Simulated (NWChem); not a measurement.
System: CS; SMILES [S+]#[C-]

NWChem input:

```
start job
memory heap 200 mb stack 900 mb global 1100 mb
geometry units angstroms noautoz
  C      0.000000     0.000000    -1.113286
  S      0.000000     0.000000     0.421862
end
basis spherical
  * library 6-311++g**
end
dft
  xc b3lyp
  iterations 150
  mulliken
end
task dft energy
```

Excerpt of the output:

```
             Northwest Computational Chemistry Package (NWChem) 7.3.0
             --------------------------------------------------------

 ORDER OF PRIMARY AXIS IS BEING SET TO 4
 C4V symmetry detected

                             Geometry "geometry" -> ""
                             -------------------------

 Output coordinates in angstroms (scale by  1.889725989 to convert to a.u.)

  No.       Tag          Charge          X              Y              Z
 ---- ---------------- ---------- -------------- -------------- --------------
    1 C                    6.0000     0.00000000     0.00000000    -1.11647127
    2 S                   16.0000     0.00000000     0.00000000     0.41867673

 Effective nuclear repulsion energy (a.u.)      33.0919337445

      Symmetry information
      --------------------

 Group name             C4v
 Group number             18
 Group order               8
 No. of unique centers     2

                                 NWChem DFT Module
                                 -----------------

 Summary of "ao basis" -> "ao basis" (spherical)
 ------------------------------------------------------------------------------
       Tag                 Description            Shells   Functions and Types
 ---------------- ------------------------------  ------  ---------------------
 C                         6-311++g**               10       22   5s4p1d
 S                         6-311++g**               14       30   7s6p1d

      Symmetry analysis of basis
      --------------------------

        a1         24
        a2          0
        b1          2
        b2          2
        e          24

            General Information
            -------------------
          SCF calculation type: DFT
          Wavefunction type:  closed shell.
          No. of atoms     :     2
          No. of electrons :    22
           Alpha electrons :    11
            Beta electrons :    11
          Charge           :     0
          Spin multiplicity:     1
          Use of symmetry is: on ; symmetry adaption is: on
          Maximum number of iterations: 150
          AO basis - number of functions:    52
                     number of shells:    24
          Convergence on energy requested:  1.00D-06
          Convergence on density requested:  1.00D-05
          Convergence on gradient requested:  5.00D-04

              XC Information
              --------------
                         B3LYP Method XC Potential
                     Hartree-Fock (Exact) Exchange  0.200
                        Slater Exchange Functional  0.800 local
                    Becke 1988 Exchange Functional  0.720 non-local
              Lee-Yang-Parr Correlation Functional  0.810
                  VWN I RPA Correlation Functional  0.190 local

             Grid Information
             ----------------
          Grid used for XC integration:  medium
          Radial quadrature: Mura-Knowles
          Angular quadrature: Lebedev.
          Tag              B.-S. Rad. Rad. Pts. Rad. Cut. Ang. Pts.
          ---              ---------- --------- --------- ---------
          C                   0.70       49          11.0       434
          S                   1.00       88          11.0       590
          Grid pruning is: on
          Number of quadrature shells:   137
          Spatial weights used:  Erf1

      Superposition of Atomic Density Guess
      -------------------------------------

 Sum of atomic energies:        -435.14936888

      Non-variational initial energy
      ------------------------------

 Total energy =    -435.463227
 1-e energy   =    -665.347812
 2-e energy   =     196.792652
 HOMO         =      -0.306367
 LUMO         =      -0.036869

      Symmetry analysis of molecular orbitals - initial
      -------------------------------------------------

 !! scf_movecs_sym_adapt:    4 vectors were symmetry contaminated

  Symmetry fudging

 !! scf_movecs_sym_adapt:    4 vectors were symmetry contaminated

  Numbering of irreducible representations:

     1 a1          2 a2          3 b1          4 b2          5 e

  Orbital symmetries:

     1 a1          2 a1          3 a1          4 a1          5 e
     6 e           7 a1          8 a1          9 e          10 e
    11 a1         12 e          13 e          14 a1         15 a1
    16 e          17 e          18 a1         19 e          20 e
    21 a1

     ---------------------------------------------
      Total Density - Mulliken Population Analysis
     ---------------------------------------------

    Atom       Charge   Shell Charges
 -----------   ------   -------------------------------------------------------
    1 C    6     6.03   1.11  0.89  0.37  0.97  0.98  0.92  0.71  0.04 -0.00  0.05
    2 S   16    15.97   0.78  1.19  0.95  1.04  1.11  0.83  1.85  4.06  0.98  2.50  0.70 -0.02 -0.03  0.04

   convergence    iter        energy       DeltaE   RMS-Dens  Diis-err
 ---------------- ----- ----------------- --------- --------- ---------
 d= 0,ls=0.0,diis     1   -436.2187156832 -4.69D+02  1.15D-02  7.39D-01
 d= 0,ls=0.0,diis     2   -436.1616672841  5.70D-02  2.26D-02  6.45D-01
 d= 0,ls=0.0,diis     3   -436.1682468642 -6.58D-03  1.33D-02  5.33D-01
 d= 0,ls=0.0,diis     4   -436.2485418014 -8.03D-02  1.02D-03  7.46D-03
 d= 0,ls=0.0,diis     5   -436.2493124628 -7.71D-04  2.94D-04  3.90D-04
  Resetting Diis
 d= 0,ls=0.0,diis     6   -436.2493699838 -5.75D-05  3.85D-05  3.50D-06
 d= 0,ls=0.0,diis     7   -436.2493704341 -4.50D-07  2.71D-05  2.26D-07
 d= 0,ls=0.0,diis     8   -436.2493702511  1.83D-07  1.76D-05  1.52D-06
 d= 0,ls=0.0,diis     9   -436.2493704651 -2.14D-07  1.74D-06  9.00D-09

         Total DFT energy =     -436.249370465106
      One electron energy =     -665.969856266668
           Coulomb energy =      227.625166520369
    Exchange-Corr. energy =      -30.996614463287
 Nuclear repulsion energy =       33.091933744480

 Numeric. integr. density =       22.000001065184

                  Occupations of the irreducible representations
                  ----------------------------------------------

                     irrep           alpha         beta
                     --------     --------     --------
                     a1                7.0          7.0
                     a2                0.0          0.0
                     b1                0.0          0.0
                     b2                0.0          0.0
                     e                 4.0          4.0

                       DFT Final Molecular Orbital Analysis
                       ------------------------------------

 Vector    9  Occ=2.000000D+00  E=-3.633585D-01  Symmetry=e
              MO Center=  6.2D-16, -3.5D-17, -6.5D-02, r^2= 1.6D+00
   Bfn.  Coefficient  Atom+Function         Bfn.  Coefficient  Atom+Function
  ----- ------------  ---------------      ----- ------------  ---------------
    38      0.482159  2 S  px                35      0.240975  2 S  px
     7      0.219409  1 C  px                41      0.201529  2 S  px
    32     -0.167822  2 S  px                11      0.162669  1 C  px
     3      0.140182  1 C  px                29     -0.088344  2 S  px
    39      0.072481  2 S  py                51      0.045445  2 S  d  1

 Vector   10  Occ=2.000000D+00  E=-3.633585D-01  Symmetry=e
              MO Center= -3.1D-15,  2.0D-14, -6.5D-02, r^2= 1.6D+00
   Bfn.  Coefficient  Atom+Function         Bfn.  Coefficient  Atom+Function
  ----- ------------  ---------------      ----- ------------  ---------------
    39      0.482159  2 S  py                36      0.240975  2 S  py
     8      0.219409  1 C  py                42      0.201529  2 S  py
    33     -0.167822  2 S  py                12      0.162669  1 C  py
     4      0.140182  1 C  py                30     -0.088344  2 S  py
    38     -0.072481  2 S  px                49     -0.045445  2 S  d -1

 Vector   11  Occ=2.000000D+00  E=-3.205966D-01  Symmetry=a1
              MO Center=  4.7D-15, -1.8D-14, -1.1D+00, r^2= 1.7D+00
   Bfn.  Coefficient  Atom+Function         Bfn.  Coefficient  Atom+Function
  ----- ------------  ---------------      ----- ------------  ---------------
    10      0.432411  1 C  s                 40      0.310195  2 S  pz
     9     -0.305149  1 C  pz                 6      0.284385  1 C  s
    14      0.247187  1 C  s                  5     -0.217544  1 C  pz
    13     -0.186560  1 C  pz                37      0.172431  2 S  pz
    44     -0.133779  2 S  s                 43      0.130359  2 S  pz

 Vector   12  Occ=0.000000D+00  E=-9.389571D-02  Symmetry=e
              MO Center= -1.9D-15,  6.3D-15, -5.1D-01, r^2= 2.4D+00
   Bfn.  Coefficient  Atom+Function         Bfn.  Coefficient  Atom+Function
  ----- ------------  ---------------      ----- ------------  ---------------
    12      0.452208  1 C  py                42     -0.371614  2 S  py
    39     -0.358643  2 S  py                 8      0.333752  1 C  py
     4      0.218123  1 C  py                16      0.199889  1 C  py
    11      0.193713  1 C  px                41     -0.159189  2 S  px
    38     -0.153632  2 S  px                36     -0.146710  2 S  py

 Vector   13  Occ=0.000000D+00  E=-9.389571D-02  Symmetry=e
              MO Center= -3.1D-15,  1.3D-15, -5.1D-01, r^2= 2.4D+00
   Bfn.  Coefficient  Atom+Function         Bfn.  Coefficient  Atom+Function
  ----- ------------  ---------------      ----- ------------  ---------------
    11      0.452208  1 C  px                41     -0.371614  2 S  px
    38     -0.358643  2 S  px                 7      0.333752  1 C  px
     3      0.218123  1 C  px                15      0.199889  1 C  px
    12     -0.193713  1 C  py                42      0.159189  2 S  py
    39      0.153632  2 S  py                35     -0.146710  2 S  px

[...]
```

Level: B3LYP/6-311++G** (spherical d). Coordinates come from a PBE0/def2-SVP optimisation.
